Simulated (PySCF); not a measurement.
CF4, SMILES FC(F)(F)F. Atoms are numbered in the order given.

```xyz
5

F      0.7699    -0.7699     0.7699
C      0.0000     0.0000     0.0000
F     -0.7699    -0.7699    -0.7699
F     -0.7699     0.7699     0.7699
F      0.7699     0.7699    -0.7699
```
Charge 0, spin multiplicity 1.

Geometry optimised at PBE-D3(BJ)/def2-SVP.

The numbers are results of PBE-D3(BJ)/def2-SVP run with PySCF, not measurements.

Harmonic, unscaled wavenumbers; measured fundamentals usually lie a few per cent lower.

Modes within 1.5 cm⁻¹ of each other (mostly degenerate sets) share a row, with their intensities summed.

```json
[
 {"mode": "1–2", "ν (cm⁻¹)": "420", "IR (km/mol)": "0.0", "moving atoms (share of kinetic energy)": "F 100 %"},
 {"mode": "3–5", "ν (cm⁻¹)": "608", "IR (km/mol)": "10.0", "moving atoms (share of kinetic energy)": "F 93 %"},
 {"mode": "6", "ν (cm⁻¹)": "885", "IR (km/mol)": "0.0", "moving atoms (share of kinetic energy)": "F 100 %"},
 {"mode": "7–9", "ν (cm⁻¹)": "1254", "IR (km/mol)": "1250.7", "moving atoms (share of kinetic energy)": "C 79 %, F 21 %"}
]
```
